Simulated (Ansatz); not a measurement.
System: AlF2, charge 0, doublet. AlF2 (SMILES [F][Al][F], doublet).
B3LYP-D3(BJ)/def2-TZVP minimum from Ansatz (a quantum-chemistry and plane-wave program):
```xyz
3

Al    -0.0022     0.4808     0.0049
F      1.4323    -0.3405    -0.0081
F     -1.4291    -0.3540     0.0011
```
Charge 0, spin multiplicity 2.

Hartree-Fock and MP2 correlation energies in hartree (Ansatz). Open shells are spin-unrestricted; no spin-orbit coupling. Cores are frozen in correlated methods. No relativity.

```
basis        X       E(HF)  E(corr, MP2)
-----------  -  ----------  ------------
cc-pV(T+d)Z  3  -441.01068      -0.56106
cc-pV(Q+d)Z  4  -441.03478      -0.61319
cc-pV(5+d)Z  5  -441.03961      withheld
```

Q: Fit E(corr) = E∞ + A/X³ to X = 3 and 4, predict X = 5, and compare with the run.

A: A = (-0.56106 - (-0.61319))/(1/27 - 1/64) = 2.4346; E∞ = -0.61319 - A/64 = -0.65123; at X = 5, E∞ + A/125 = -0.63175. The run gave -0.63573, 3.98 mEh below the prediction. The same form on X = 4 and 5 gives E∞ = -0.65938, 8.15 mEh below the first estimate.
